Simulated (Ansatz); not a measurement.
**AlH4+ (singlet): from Hartree-Fock to the top rungs at distance H2–H3 = 0.693 Å, cc-pVDZ**

The task here is to estimate one member of a computed series from the others.

Method: cc-pVDZ, core rule «outside noble gas», up to 5 orbitals frozen; program: Ansatz 0.2.0, Gaussian basis.

The runs, in order: UHF; CCSD(T) on RHF; BCCD(T) on RHF; CISD; CCSDT(Q) on RHF; CASSCF and MRCISD+Q, 2 electrons in 2 orbitals; CASSCF and NEVPT2, 2 electrons in 2 orbitals; Full CI.

52 further runs of the same task are left out: 33 for a known fault of the program, 1 for a mislabelled method, 13 that didn't finish, 5 set aside as unsound or not needed.

## The geometry

The geometry derives from a PBE0/def2-TZVP stationary point (not a proven minimum). One bond is set to the value named and the two fragments are kept rigid.

5 atoms, charge 1, spin multiplicity 1.

Atoms are counted from 1 here; the program's logs count them from 0.

Bond lengths: Al1–H4 1.552 Å, Al1–H5 1.552 Å, H2–H3 0.693 Å. Angles: H4–Al1–H5 164.0°.

Set-up of the first run:

Contents of in.yaml:

```yaml
crystal:
  periodic: [false, false, false]
  atoms:
    - {symbol: Al, position_ang: [0.000000, 0.002489, -0.118619]}
    - {symbol: H, position_ang: [0.000000, -0.382304, 1.922431]}
    - {symbol: H, position_ang: [0.000000, 0.310696, 1.922431]}
    - {symbol: H, position_ang: [-0.000002, 1.539424, -0.334770]}
    - {symbol: H, position_ang: [0.000002, -1.534446, -0.334771]}
basis:
  gaussian: {orbitals: cc-pVDZ}
total_charge: 1
magnetization: {spin_polarized: true, initial_magnetization: 0}
hamiltonian: {xc: hf}
output: {orbitals: {seedname: orbitals}}
```

Started as:

```sh
> ansatz run in.yaml --threads 1 --pin off --events-out ev --progress --plain --max-ram 2393MiB
```

Steps of the session up to this table: UHF; CCSD(T) on RHF; BCCD(T) on RHF; CISD; CCSDT(Q) on RHF; CASSCF and MRCISD+Q, 2 electrons in 2 orbitals; CASSCF and NEVPT2, 2 electrons in 2 orbitals; Full CI.

One table of the session follows, with a row left open; its other results are not shown here.

It belongs to the step «Misses and costs». 

```
   method  from FCI (kcal/mol)
      RHF               +65.79
     RMP2                    ?
     CISD                +2.99
    RCCSD                +0.73
 RCCSD(T)                +0.20
  BCCD(T)                +0.20
   RCCSDT                +0.02
RCCSDT(Q)                +0.01
      FCI                    0
```

**Question.** Estimate the row for RMP2.

The run gave: from FCI (kcal/mol): +16.35. In the column «from FCI (kcal/mol)» it lies between CISD (+2.99) and RHF (+65.79).

Left out of the table: CASSCF pair, NEVPT2 pair, MRCISD pair, MRCISD+Q pair (the active space lost an orbital or holds another state than full CI finds).

Caveats from the session: Warnings in the runs' records: passed over end.
